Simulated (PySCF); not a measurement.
Cyanoformaldehyde, C₂HNO.
SMILES with atom numbers: `[N:1]#[C:2][CH:3]=[O:4]` (hydrogens: H5 on C3)

Structure used (PBE0-D3(BJ)/def2-SVP), in Å, numbered top down from 1:
```
atom  x, y, z in Å
N1     1.9429   -0.1518    0.6029
C2     0.8426   -0.0690    0.2526
C3    -0.5555    0.0181   -0.1946
O4    -1.1932    1.0281   -0.1214
H5    -0.9620   -0.9359   -0.6016
```

Theory: core-valence-separated Tamm–Dancoff BHandHLYP/aug-pcX-1 (pcseg-1 on H) in PySCF, non-relativistic, gas phase, PBE0-D3(BJ)/def2-SVP geometry. Absolute energies from this functional tend to lie a few eV below measured edges; no shift was applied.

The lowest roots of each edge with f over 0.003 (five at most, numbered afresh; weaker and dark ones are left out), with transition dipoles (au) in the frame of the coordinates:

| root | edge | E (eV) | f | μx | μy | μz |
| --- | --- | --- | --- | --- | --- | --- |
| 1 | C | 282.88 | 0.0271 | -0.0195 | -0.0163 | 0.0571 |
| 2 | C | 283.42 | 0.0711 | 0.0310 | 0.0263 | -0.0927 |
| 3 | C | 283.82 | 0.0638 | -0.0030 | 0.0923 | 0.0253 |
| 4 | C | 286.90 | 0.0473 | -0.0246 | -0.0213 | 0.0753 |
| 5 | C | 289.09 | 0.0123 | -0.0102 | 0.0396 | 0.0080 |
| 6 | N | 396.15 | 0.0592 | -0.0244 | -0.0203 | 0.0714 |
| 7 | N | 397.51 | 0.0644 | 0.0012 | -0.0783 | -0.0219 |
| 8 | N | 402.56 | 0.0101 | -0.0097 | -0.0084 | 0.0293 |
| 9 | O | 527.80 | 0.0544 | 0.0199 | 0.0169 | -0.0594 |
| 10 | O | 535.39 | 0.0075 | -0.0139 | 0.0194 | 0.0010 |

Q: What is the unit vector of the normal of the molecular plane, and which share of each root's |μ|² lies along it?

A: (-0.31, -0.26, 0.91), up to sign.

```json
{"root": "1", "core hole on": "C2", "share along it": "1.00", "final orbital under reflection in the plane": "odd"}
{"root": "2", "core hole on": "C3", "share along it": "1.00", "final orbital under reflection in the plane": "odd"}
{"root": "3", "core hole on": "C2", "share along it": "0.00", "final orbital under reflection in the plane": "even"}
{"root": "4", "core hole on": "C2", "share along it": "1.00", "final orbital under reflection in the plane": "odd"}
{"root": "5", "core hole on": "C3", "share along it": "0.00", "final orbital under reflection in the plane": "even"}
{"root": "6", "core hole on": "N1", "share along it": "1.00", "final orbital under reflection in the plane": "odd"}
{"root": "7", "core hole on": "N1", "share along it": "0.00", "final orbital under reflection in the plane": "even"}
{"root": "8", "core hole on": "N1", "share along it": "1.00", "final orbital under reflection in the plane": "odd"}
{"root": "9", "core hole on": "O4", "share along it": "1.00", "final orbital under reflection in the plane": "odd"}
{"root": "10", "core hole on": "O4", "share along it": "0.00", "final orbital under reflection in the plane": "even"}
```

The 1s orbitals of atoms in the plane are even under the reflection, so light polarised along the normal reaches odd orbitals alone (the out-of-plane π set) and light polarised in the plane even ones.

Q: For fixed molecules, how does the intensity of root 1 change when the electric field is turned 70° away from the normal of the molecular plane?

A: Intensity goes as (E·μ)², and μ lies along that direction, so it falls to cos²70° = 0.12 of its maximum; it vanishes at 90°.

Q: Molecules are fixed in this frame and the field points along z. What effective strengths 3 f cos²θ do the roots have (θ between field and μ)?

A: root 1 (C2): 0.068, root 2 (C3): 0.179, root 3 (C2): 0.013, root 4 (C2): 0.120, root 5 (C3): 0.001, root 6 (N1): 0.148, root 7 (N1): 0.014, root 8 (N1): 0.025, root 9 (O4): 0.137, root 10 (O4): 0.000. Root 2 is the strongest. Averaged over all orientations cos²θ is 1/3, which gives f back.

